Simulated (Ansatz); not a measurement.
# SiH5 (doublet): from Hartree-Fock to the top rungs at distance H1–H2 along a hydrogen transfer = 1.300 Å, 6-31G

How much of the correlation energy of SiH5 (doublet) does each wave-function method recover here?

The runs use Ansatz 0.2.0, Gaussian basis; 6-31G, core rule «outside noble gas», up to 5 orbitals frozen.

The runs, in order: UHF; CCSD(T) on ROHF; CCSD(T) on UHF; BCCD(T) on ROHF; CISD; CCSDT(Q) on ROHF; CCSDT(Q) on UHF; CCSDTQ on ROHF; CASSCF and MRCISD+Q, 3 electrons in 3 orbitals; CASSCF and NEVPT2, 3 electrons in 3 orbitals; CASSCF and MRCISD+Q, 9 electrons in 9 orbitals; CASSCF and NEVPT2, 9 electrons in 9 orbitals; Full CI.

5 further runs of the same task are left out: 2 that didn't finish, 3 set aside as unsound or not needed.

### 1 What is computed

The geometry derives from fragments relaxed apart (PBE0/def2-TZVP) and kept rigid, so it is no stationary point. A hydrogen atom is moved between rigid fragments.

6 atoms, charge 0, spin multiplicity 2.

Atoms are counted from 1 here; the program's logs count them from 0.

Bond lengths: H2–Si3 1.532 Å, Si3–H4 1.486 Å, Si3–H5 1.486 Å, Si3–H6 1.486 Å. Angles: H2–Si3–H4 107.6°, H2–Si3–H5 107.6°, H2–Si3–H6 107.6°, H4–Si3–H5 111.3°, H4–Si3–H6 111.3°, H5–Si3–H6 111.3°.

Geometry (Å):

```
H    -2.7403    0.0000    0.0000
H    -1.4403    0.0000    0.0000
Si    0.0917    0.0000    0.0000
H     0.5417   -1.4163    0.0000
H     0.5417    0.7081   -1.2265
H     0.5417    0.7081    1.2265
```

### 2 UHF

Input file in.yaml:

```yaml
crystal:
  periodic: [false, false, false]
  atoms:
    - {symbol: H, position_ang: [-2.740287, 0.000000, -0.000002]}
    - {symbol: H, position_ang: [-1.440287, 0.000000, -0.000001]}
    - {symbol: Si, position_ang: [0.091713, 0.000000, 0.000000]}
    - {symbol: H, position_ang: [0.541687, -1.416253, 0.000001]}
    - {symbol: H, position_ang: [0.541687, 0.708126, -1.226511]}
    - {symbol: H, position_ang: [0.541686, 0.708127, 1.226511]}
basis:
  gaussian: {orbitals: 6-31G}
magnetization: {spin_polarized: true, initial_magnetization: 1}
hamiltonian: {xc: hf}
output: {orbitals: {seedname: orbitals}}
```

Started as:

```
$ ansatz run in.yaml --threads 1 --pin off --events-out ev --progress --plain --max-ram 2393MiB
```

Further steps of the session: CCSD(T) on ROHF; CCSD(T) on UHF; BCCD(T) on ROHF; CISD; CCSDT(Q) on ROHF; CCSDT(Q) on UHF; CCSDTQ on ROHF; CASSCF and MRCISD+Q, 3 electrons in 3 orbitals; CASSCF and NEVPT2, 3 electrons in 3 orbitals; CASSCF and MRCISD+Q, 9 electrons in 9 orbitals; CASSCF and NEVPT2, 9 electrons in 9 orbitals; Full CI.

Q: Predict the results of all the runs planned. Wanted: FCI below the RHF energy; RMP2 from FCI; UMP2 from FCI; RCCSD from FCI; RCCSD(T) from FCI; UCCSD(T) from FCI; RCCSDT(Q) from FCI; UCCSDT(Q) from FCI; NEVPT2 pair from FCI.

The runs gave:

```
                         quantity                                                                                                                       value
         FCI below the RHF energy                                                                                                                  -2.5036 eV
                    RMP2 from FCI                                                                                                                  +730.2 meV
                    UMP2 from FCI                                                                                                                  +715.0 meV
                   RCCSD from FCI                                                                                                                   +36.9 meV
                RCCSD(T) from FCI                                                                                                                   +10.9 meV
                UCCSD(T) from FCI                                                                                                                   +10.9 meV
               RCCSDT(Q) from FCI                                                                                                                    +0.3 meV
               UCCSDT(Q) from FCI                                                                                                                    +0.2 meV
             NEVPT2 pair from FCI                                                                                                                  +593.3 meV
          NEVPT2 valence from FCI                                                                                                                  +190.1 meV
        MRCISD+Q valence from FCI                                                                                                                   +15.4 meV
levels within 1 kcal/mol (43 meV)  RCCSD, UCCSD, RCCSD(T), UCCSD(T), BCCD(T), RCCSDT, UCCSDT, RCCSDT(Q), UCCSDT(Q), RCCSDTQ, MRCISD valence, MRCISD+Q valence
                    T1 diagnostic                                                                                                                       0.019
   effectively unpaired electrons                                                                                                                        1.03
```

**Reading.** RCCSD(T) lands +10.9 meV from the yardstick (0.4 % of the correlation energy). One determinant dominates. Of the multireference levels listed MRCISD+Q valence comes nearest in total energy (+15.4 meV), which doesn't show that its space is the better one. These misses are within one basis, not against nature; the frozen cores of restricted and unrestricted runs differ, which can shift their rows.
